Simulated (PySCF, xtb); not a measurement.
C2H3O, SMILES C[C]=O, multiplicity 2.

Harmonic wavenumbers (cm⁻¹) from GFN2-xTB run with xtb at its own minimum, in rising order: 91, 434, 915, 941, 1068, 1339, 1421, 1431, 1910, 2917, 3022, 3031.

What does PBE-D3(BJ)/def2-TZVP run with PySCF give at its own minimum? (An estimate is asked for; the answer gives what the named calculation found.)

120, 454, 847, 913, 1015, 1298, 1395, 1402, 1860, 2949, 3049, 3057. Paired by order, the mean absolute difference is 36 cm⁻¹ and the zero-point energies are 26.5 and 26.2 kcal/mol.
